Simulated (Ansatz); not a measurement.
Geometry optimisation, UKS PBE0/def2-SVP in Ansatz 0.2.0.

Input:

```yaml
crystal:
  periodic: [false, false, false]
  atoms:
    - { symbol: B, position_ang: [-1.44818, -0.4261, -0.78934] }
    - { symbol: Si, position_ang: [0.14033, 0.27648, 0.01317] }
    - { symbol: O, position_ang: [1.01073, -1.01491, 0.54324] }
    - { symbol: H, position_ang: [-2.56725, -0.18099, -0.95998] }
    - { symbol: H, position_ang: [0.95524, 1.03811, -0.96281] }
    - { symbol: H, position_ang: [0.06216, 1.20195, 1.17249] }
    - { symbol: H, position_ang: [1.84696, -0.89454, 0.98322] }
magnetization:
  spin_polarized: true
  initial_magnetization: 1
basis:
  gaussian: { orbitals: def2-SVP }
hamiltonian:
  xc: pbe0
relax:
  f_tol: 0.015
  max_steps: 40
```

Launched with:

```bash
$ ansatz run input.yaml --threads 1 --pin off --max-ram 2048MiB --backend cpu --events-out ev --progress --plain --runs-dir out
```

Q: Where does it end, and by what steps?

A: The run converged. The force dipped under the threshold on the way, but the program's further checks kept it going. After 10 steps the energy has fallen by 0.190 eV; H4 moved furthest, 0.23 Å.

```tsv
step	energy less start (eV)	largest force component (eV/Å)	accepted
0	0.0000	1.259	yes
1	-0.1607	0.405	yes
2	-0.1796	0.235	yes
3	-0.1823	0.364	yes
4	-0.1886	0.030	yes
5	-0.1889	0.015	yes
6	-0.1891	0.024	yes
7	-0.1894	0.009	yes
8	-0.1895	0.056	yes
9	-0.1896	0.024	yes
10	-0.1896	0.004	yes
```

```xyz
7
Properties=species:S:1:pos:R:3
B -1.541 -0.433 -0.641
Si 0.188 0.213 0.063
O 1.120 -1.069 0.591
H -2.562 -0.022 -1.127
H 0.893 0.975 -1.024
H -0.080 1.176 1.187
H 1.982 -0.839 0.952
```

Whether the end is a true minimum wasn't checked by a vibrational analysis.

Run time: 65 s on 1 thread of Arm Neoverse N1, with other jobs on the host, peak memory 0.15 GiB.
